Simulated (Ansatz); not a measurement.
`FC1C=C1S` + H₂ → `FC1C=C1` + H₂S at 400 K and 1 bar (hydrogenolysis of a C–S bond).

Calculated with Ansatz (gas phase, PBE0-D4/def2-TZVP geometries, no zero-point term in ΔE). CCSD(T)/CBS is the MP2 limit (def2-TZVPP, def2-QZVPP) plus CCSD(T) − MP2 in def2-TZVPP, frozen cores. This one scheme is used for every species. Each species was taken in one conformer, which may not be the lowest.

| species | CCSD(T)/CBS energy (Eh) | H − E (kJ/mol) | S (J/(mol·K)) |
| --- | --- | --- | --- |
| `FC1C=C1S` | -613.43146 | 155.1 | 335.5 |
| H₂ | -1.17544 | 38.0 | 139.0 |
| `FC1C=C1` | -215.65206 | 148.1 | 287.0 |
| H₂S | -398.97279 | 53.4 | 215.9 |

H − E and S are ideal-gas, rigid-rotor, harmonic terms from PBE0-D4/def2-TZVP, for one conformer and one mirror image of each species. The MP2-based limit puts H₂ 0.8 mEh under its directly extrapolated value; such offsets cancel only in part. 1 Eh = 2625.50 kJ/mol, R = 8.31446 J/(mol·K).

Problem. By hand: ΔE, ΔH, ΔS and ΔG.

Solution. ΔE = (-215.65206) + (-398.97279) − (-613.43146) − (-1.17544) = -0.01795 Eh = -47.1 kJ/mol. Δ(H − E) = 148.1 + 53.4 − 155.1 − 38.0 = 8.4, so ΔH = -38.7 kJ/mol. ΔS = 287.0 + 215.9 − 335.5 − 139.0 = 28.4 J/(mol·K). ΔG = -38.7 − 400 × (28.4)/1000 = -50.1 kJ/mol.

Problem. By hand: the equilibrium constant, and the temperature at which ΔG would vanish if ΔH and ΔS stayed fixed.

Solution. log₁₀ K = −ΔG/(RT ln 10) = 6.5. ΔH and −TΔS have one sign here, so there is no such temperature.

ΔH outweighs TΔS. A doubt of 5 kJ/mol in ΔE shifts log₁₀ K by 0.7 here. Other conformers and mirror images would add mixing entropy, several J/(mol·K) or more a flexible species. These are equilibria of isolated gas molecules and say nothing of rates. Largest T1 diagnostic: 0.012 (customary marks: 0.02 for closed shells, 0.045 for open ones).
